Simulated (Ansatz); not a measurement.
We consider rock-salt HfN, described by LDA (Ansatz, a quantum-chemistry and plane-wave program, plane waves, PAW).

Run with plane-wave cutoff 520 eV, 16×16×16 k mesh, Fermi–Dirac smearing 0.1 eV, perturbation theory, scalar-relativistic PAW data made under PBE.

Computed at the level's own relaxed cell.

Space group Fm-3m (No. 225); a = 4.4677 Å, b = 4.4677 Å, c = 4.4677 Å, α = 90.00°, β = 90.00°, γ = 90.00°

```json
[
 {"atom": "Hf", "site": "4a", "symmetry": "m-3m", "x": "0.0000", "y": "0.0000", "z": "0.0000"},
 {"atom": "N", "site": "4b", "symmetry": "m-3m", "x": "0.5000", "y": "0.5000", "z": "0.5000"}
]
```
(The calculation used a cell of 2 atoms; values per cell refer to that cell.)

Harmonic phonon frequencies (cm⁻¹; i marks an imaginary mode):

```
q point              frequencies
-------  -----------------------
Γ              0 0 0 515 515 515
X        150 150 173 501 523 523
U                            [?]
L                            [?]
```

Some entries are withheld; supply them.


- U, frequencies: 141 157 168 493 530 548
- L, frequencies: 124 124 159 533 548 548

No imaginary mode appears at these points.
